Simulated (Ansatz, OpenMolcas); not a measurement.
# The same job for OpenMolcas

This Ansatz 0.2.0 job computes C2H4F2 (1,1-difluoroethane):

input.yaml:
```yaml
crystal:
  periodic: [false, false, false]
  atoms:
    - {symbol: C, position_ang: [0.480309, 0.986682, -0.145536]}
    - {symbol: C, position_ang: [0.425009, -0.509118, -0.177036]}
    - {symbol: F, position_ang: [1.402509, -1.034318, 0.610264]}
    - {symbol: F, position_ang: [0.645209, -0.963018, -1.440736]}
    - {symbol: H, position_ang: [1.458409, 1.320982, -0.494236]}
    - {symbol: H, position_ang: [0.319809, 1.341882, 0.872964]}
    - {symbol: H, position_ang: [-0.293991, 1.399682, -0.792836]}
    - {symbol: H, position_ang: [-1.006100, -1.136400, 0.329500]}
basis:
  gaussian:
    orbitals: 6-311+G_st__st_.json
correlation:
  method: mp2
  frozen_orbitals: {C: 1, F: 1, H: 0}
accuracy: high
```

```bash
$ ansatz run input.yaml --threads 1 --pin off --max-ram 3480MiB --events-out events.jsonl --progress --plain --runs-dir runs
```

(Basis files named in the input come from the Basis Set Exchange and aren't shown.)

The C2–H8 distance was set to 1.643 Å, away from the relaxed value.

It gives a total energy of -277.663492 Eh.

Q: Write the same calculation for OpenMolcas 26.06 as an input file of the program's own.

A: One way, which was run:

job.inp:
```
>>> EXPORT MOLCAS_PRINT=2
&GATEWAY
BasLib
$CurrDir
Coord
8
angstrom
C        0.480309       0.986682      -0.145536
C        0.425009      -0.509118      -0.177036
F        1.402509      -1.034318       0.610264
F        0.645209      -0.963018      -1.440736
H        1.458409       1.320982      -0.494236
H        0.319809       1.341882       0.872964
H       -0.293991       1.399682      -0.792836
H       -1.006100      -1.136400       0.329500
Basis
6-311pGss
Group
NoSym
&SEWARD
&SCF
Thresholds
1e-10 1e-07 1e-07 1e-05
PrOrbitals
0
&MBPT2
Frozen
4
```

```bash
$ export MOLCAS_MEM=1860
$ pymolcas job.inp > job.log
```

(Basis files named in the input come from the Basis Set Exchange and aren't shown.)

Its energy is -277.663492 Eh, 0.000 mEh from the first.
